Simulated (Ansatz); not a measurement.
A plane-wave DFT run in Ansatz 0.2.0 (scalar-relativistic PAW potentials unless the input names others): input and command.

```yaml
crystal:
  lattice:
    - [3.696766013, -2.152419806, 0.0]
    - [3.696766013, 2.152419806, 0.0]
    - [0.0, 0.0, 8.8296004394]
  atoms:
    - { symbol: Br, position: [0.8637823571, 0.1362176429, 0.1152199216] }
    - { symbol: Br, position: [0.6362176429, 0.3637823571, 0.6152199216] }
    - { symbol: Br, position: [0.1362176429, 0.8637823571, 0.8847800784] }
    - { symbol: Br, position: [0.3637823571, 0.6362176429, 0.3847800784] }
basis:
  ecutwfc: 500
kpoints:
  mp_grid: { grid: [8, 8, 4] }
hamiltonian:
  xc: r2scan
  hubbard: { sites: [{ species: Br, l: f, u_eff: 30.0 }] }
scf:
  occupations: { method: gaussian, width: 0.02 }
  max_iter: 50
output:
  forces: true
  eigenvalues: true
  stress: true
```

```bash
ansatz run input.yaml --threads 1 --pin off --max-ram 2560MiB --backend cpu --events-out ev --progress --plain --runs-dir out
```

Q: Will this input run?

A: The program refuses it, because of a U on a shell that isn't there (hamiltonian.hubbard: not typed → {"sites": [{"species": "Br", "l": "f", "u_eff": 30.0}]}). Without that key it is accepted.

Abridged log:
```
Error: inconsistent input (hamiltonian.hubbard.sites[].l, hamiltonian.hubbard.sites[].shell): the file of Br doesn't list 4f, and it can't be added: PBE doesn't bind the shell 4f of the free atom, whose level lies at +1.13 eV. Type an atom or ion with it (hamiltonian.pseudopotentials.projection_atoms), take another file or name another shell
```